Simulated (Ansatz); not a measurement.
Ansatz (a program for electronic structure) input (B3LYP/6-31G*):

Ansatz 0.2 input:
```yaml
crystal:
  periodic: [false, false, false]
  atoms:
    - {symbol: C, position_ang: [0.01276238, 0.96787032, 0.10290983]}
    - {symbol: C, position_ang: [0.75233822, -0.36400515, 0.02155510]}
    - {symbol: C, position_ang: [-0.76165561, -0.34406773, 0.02180124]}
    - {symbol: H, position_ang: [0.01890416, 1.44663910, -0.89978360]}
    - {symbol: H, position_ang: [1.20514092, -0.79041291, -0.89606184]}
    - {symbol: H, position_ang: [1.29265905, -0.74545249, 0.90674581]}
    - {symbol: H, position_ang: [-1.31154590, -0.71115834, 0.90716920]}
    - {symbol: H, position_ang: [-1.22582816, -0.75840006, -0.89566662]}
basis:
  gaussian:
    orbitals: 6-31G*
hamiltonian:
  xc: {name: B3LYP}
total_charge: -1
phonons: {temperatures: {t_min: 298.15, t_max: 298.15, t_step: 100}}
```

Question: Which harmonic wavenumbers does it give?

Answer: 689, 756, 810, 868, 903, 1023, 1032, 1118, 1125, 1225, 1228, 1517, 1540, 2840, 2874, 2913, 2915, 2930 cm⁻¹ (unscaled; negative means imaginary).
